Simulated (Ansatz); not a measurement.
Frontier orbitals of C₂H₅F₂NO (`NCC(O)(F)F`).

Cartesian coordinates in Å:
```
N 0.512 1.017 -0.726
C -0.127 -0.284 -0.639
C -0.257 -0.644 0.833
O -0.693 0.386 1.581
F 0.964 -1.076 1.289
F -1.091 -1.689 0.990
H 1.517 0.942 -0.640
H 0.304 1.480 -1.599
H -1.139 -0.213 -1.040
H 0.395 -1.098 -1.155
H -0.385 1.181 1.107
```

Total charge 0; spin multiplicity 1. The structure was optimised at the PBE0-D4/def2-TZVP level. It is one conformer, not always the lowest. Basis def2-TZVPP, Ansatz.

```
 functional  HOMO (eV)  LUMO (eV)  gap (eV)
LDA (SPW92)      -6.77      -0.42      6.35
        PBE      -6.60      -0.28      6.32
       PBE0      -8.15       0.54      8.69
      B3LYP      -7.92       0.16      8.08
    ωB97M-V     -10.56       1.94     12.50
         HF     -11.98       3.09     15.07
```

From PBE to PBE0 the HOMO moves by −1.54 eV and the LUMO by +0.83 eV, and with ωB97M-V by −3.96 and +2.22 eV, so the gap grows from 6.32 to 12.49 eV with exact exchange. A positive LUMO is unbound and depends on the basis.

B3LYP here is the variant with VWN-RPA as its local correlation; programs differ in this.
